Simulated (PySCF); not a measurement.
**CN⁻: everyday levels beside a composite calculation**

PySCF; the state is a singlet (closed shell). The composite is CCSD(T) extrapolated to the basis-set limit from two correlation-consistent sets, with core-valence (CV) and scalar-relativistic (SR) terms as its label shows; it has no spin–orbit coupling and nothing beyond (T). Here it is CCSD(T)/CBS(TQ)+CV+SR. It gives Re = 1.177 Å, ωe = 2077 cm⁻¹ and De = 10.46 eV to C⁻ + N.

```
  level        basis     relativity  Re (Å)  ωe (cm⁻¹)  De (eV)
    LDA  aug-cc-pVDZ  no relativity   1.187       2082    11.46
    PBE  def2-TZVPPD  no relativity   1.181       2069    11.07
 PBEsol  def2-TZVPPD  no relativity   1.180       2081    11.31
   PW91  def2-TZVPPD  no relativity   1.180       2075    11.06
   TPSS  aug-cc-pVDZ  no relativity   1.193       2046     9.99
 r²SCAN  aug-cc-pVDZ  no relativity   1.186       2100     9.81
   PBE0  aug-cc-pVDZ  no relativity   1.182       2137    10.01
   PBE0  def2-TZVPPD  no relativity   1.170       2163    10.47
 M06-2X  def2-TZVPPD  no relativity   1.167       2195    10.61
LC-ωPBE  aug-cc-pVDZ  no relativity   1.176       2195    10.04
```

Task: Give the difference of each row from the composite.

Result: 

```csv
level,basis,ΔRe (pm),Δωe (%),ΔDe (eV)
LDA,aug-cc-pVDZ,+1.0,+0.2,+1.00
PBE,def2-TZVPPD,+0.4,-0.4,+0.61
PBEsol,def2-TZVPPD,+0.3,+0.2,+0.85
PW91,def2-TZVPPD,+0.3,-0.1,+0.60
TPSS,aug-cc-pVDZ,+1.6,-1.5,-0.47
r²SCAN,aug-cc-pVDZ,+0.9,+1.1,-0.65
PBE0,aug-cc-pVDZ,+0.5,+2.9,-0.45
PBE0,def2-TZVPPD,-0.7,+4.1,+0.01
M06-2X,def2-TZVPPD,-1.0,+5.7,+0.15
LC-ωPBE,aug-cc-pVDZ,-0.1,+5.7,-0.42
```

Task: Which rows come closest in De?

Result: PBE0 in def2-TZVPPD (+0.01 eV), counted from the composite.

Correlated steps freeze 2 core orbitals. For an ion De counts to the pair picked by the measured ionisation energies or electron affinities, which need not be the lowest pair at this level. Where the molecule has an RHF reference, its open-shell atoms are computed with UHF. The highest Kohn–Sham level is positive in some of these anions. Much of that is self-interaction error, but it also means that the finite basis helps to hold the extra electron.
